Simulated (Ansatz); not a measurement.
Geometry optimisation, Ansatz, UKS BLYP-D4/def2-SVP.

input.yaml

```yaml
crystal:
  periodic: [false, false, false]
  atoms:
    - { symbol: Al, position_ang: [0.000789, -0.05818, 0.68106] }
    - { symbol: H, position_ang: [0.575481, -1.410536, 1.295789] }
    - { symbol: H, position_ang: [1.151916, 0.818783, -0.005561] }
    - { symbol: H, position_ang: [-1.447765, -0.21911, 0.039799] }
    - { symbol: "N", position_ang: [-0.122515, 0.347704, 2.539156] }
    - { symbol: H, position_ang: [-0.873389, 0.001355, 3.155521] }
    - { symbol: H, position_ang: [0.715482, 0.519984, 3.114235] }
magnetization:
  spin_polarized: true
  initial_magnetization: 1
basis:
  gaussian: { orbitals: def2-SVP }
hamiltonian:
  xc: blyp
  dispersion: d4
relax:
  f_tol: 0.03
  max_steps: 50
```

Command:

```bash
$ ansatz run input.yaml --threads 1 --pin off --max-ram 2048MiB --backend cpu --events-out ev --progress --plain --runs-dir out
```

Problem. Where does it end, and by what steps?

Solution. The run converged. After 5 steps the energy has fallen by 0.071 eV; H2 moved furthest, 0.14 Å.

```
step  energy less start (eV)  largest force component (eV/Å)  accepted
   0                  0.0000                           0.978       yes
   1                 -0.0591                           0.386       yes
   2                 -0.0476                           0.433        no
   3                 -0.0701                           0.091       yes
   4                 -0.0690                           0.149        no
   5                 -0.0710                           0.011       yes
```

```xyz
7
Properties=species:S:1:pos:R:3
Al -0.011 -0.017 0.695
H 0.598 -1.530 1.228
H 1.172 0.815 0.007
H -1.461 -0.216 0.048
N -0.121 0.348 2.549
H -0.871 0.002 3.164
H 0.693 0.598 3.129
```

Whether the end is a true minimum wasn't checked by a vibrational analysis.

Run time: 7.5 s on 1 thread of Intel(R) Xeon(R) 6975P-C (Granite Rapids) (shared host), peak memory 0.13 GiB.
